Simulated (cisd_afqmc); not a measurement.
Input (AFQMC/CISD/cc-pV(D+d)Z; cisd_afqmc is a phaseless AFQMC code with CISD trial states that reads the integrals written by Ansatz): A basis named .json is the Basis Set Exchange file of that set.

Ansatz 0.2 input:
```python
import cisd_afqmc

open("ham.yaml", "w").write("""\
crystal:
  periodic: [false, false, false]
  atoms:
    - {symbol: Si, position_ang: [0.00024619, -0.01101351, 1.17211551]}
    - {symbol: Si, position_ang: [-0.00024619, 0.01101351, -1.17211551]}
    - {symbol: H, position_ang: [-0.00038068, 1.37523852, 1.69966304]}
    - {symbol: H, position_ang: [-1.20404743, -0.71202958, 1.68030332]}
    - {symbol: H, position_ang: [1.20549084, -0.71075196, 1.67980924]}
    - {symbol: H, position_ang: [0.00038068, -1.37523852, -1.69966304]}
    - {symbol: H, position_ang: [-1.20549084, 0.71075196, -1.67980924]}
    - {symbol: H, position_ang: [1.20404743, 0.71202958, -1.68030332]}
basis:
  gaussian:
    orbitals: cc-pV_D+d_Z.json
magnetization: {spin_polarized: false}
correlation: {method: ccsd, electrons: outside_noble_gas, hamiltonian_folder: ham}
""")
rep = cisd_afqmc.ansatz("ham.yaml")
e_ccsd = rep["correlation"]["coupled_cluster"]["energy"]["hartree"]
out = cisd_afqmc.run("ham", e_ccsd, trial="CISD", walkers=100, populations=8, threads=8, dt=0.005, steps=40, early=24, settle=10, least=32,
    cut=5e-5, rank_cut=2e-4, target=0.0004, seconds=1500, seed=1, memory=17280, gpu=False)
```

Output:

```
orbitals 66, occupied [7], factors 401 of 768, rank of the doubles 142 of 413
E(HF) = -581.351220
E(CCSD) on the cut factors = -581.617278, shift to the whole factors -0.000017
Energy of the trial state on the determinant = -581.617215
  tau behind 7.2 of longer steps, mean of the populations' last blocks
   2.0  -581.62400
   4.0  -581.62534
   6.0  -581.62405
   8.0  -581.62575
blocks 275 (0 outliers left out), error by blocks joined: 1: 0.00014, 2: 0.00018, 4: 0.00023, 8: 0.00024, 16: 0.00023
E(AFQMC/CISD) = -581.62512 +/- 0.00024
```
